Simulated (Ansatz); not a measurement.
## A basis-limit estimate, worked out

An elementary step of AlH₂Cl, closed shell (AlH₂Cl ([AlH2][Cl]) → AlH + HCl; Al–Cl, Al–H broken or loosened, Cl–H formed or tightened). “Start” and “end” are the PBE0-D4/def2-TZVP structures reached by relaxing down either side of its saddle point, with the molecules still in contact.

Computed with Ansatz 0.2.0 (basis: def2-TZVPP and def2-QZVPP); correlated methods freeze the cores.

Energies in eV:

| quantity | end | start |
| --- | --- | --- |
| Hartree–Fock, triple zeta (X = 3) | -19117.49393 | -19120.42305 |
| Hartree–Fock, quadruple zeta (X = 4) | -19118.02347 | -19120.96986 |
| MP2 correlation, X = 3 | -7.40065 | -7.37501 |
| MP2 correlation, X = 4 | -8.08236 | -8.09129 |
| CCSD(T) correlation, X = 3 | -8.74385 | -8.53056 |

Q: Work out the step energy at the basis limit: extrapolate Hartree–Fock as E(X) = E∞ + A exp(−7.88 √X) and the MP2 correlation as E(X) = E∞ + B X^−2.97 (the exponents that Neese and Valeev fitted for def2-TZVPP and QZVPP), then add CCSD(T) − MP2 in triple zeta.

A: Each step is linear, so take the differences first (end − start): Hartree–Fock 2.92912 (X = 3) and 2.94639 (X = 4); MP2 correlation -0.02564 and 0.00893; CCSD(T) correlation -0.21329.
Two points give E∞ = E(4) + w [E(4) − E(3)], with w = 1/(exp(7.88 (2 − √3)) − 1) = 0.1377 for Hartree–Fock and w = 1/((4/3)^2.97 − 1) = 0.7407 for the correlation.
Hartree–Fock: 2.94639 + 0.1377 × 0.01727 = 2.9488 eV.
MP2 correlation: 0.00893 + 0.7407 × 0.03457 = 0.0345 eV.
CCSD(T) − MP2: -0.21329 − (-0.02564) = -0.1877 eV.
Sum: 2.9488 + 0.0345 + (-0.1877) = 2.7956 eV, or 64.47 kcal/mol. Plain CCSD(T) in triple zeta gives 2.7158 eV, so the larger basis shifts the result by 0.0798 eV.

No T1 diagnostic of these runs exceeds 0.015. The restricted Hartree–Fock reference is unstable towards an unrestricted one at one or more of these structures.

Labels in which every atom is bracketed show which atoms are joined, not bond orders.

For scale, one of the runs: CCSD(T)/def2-TZVPP, 112 basis functions (an equivalent command: `ansatz run in.yaml --threads 2`). Hardware: 2 CPU threads, shared host. Wall time about 1.8 s.
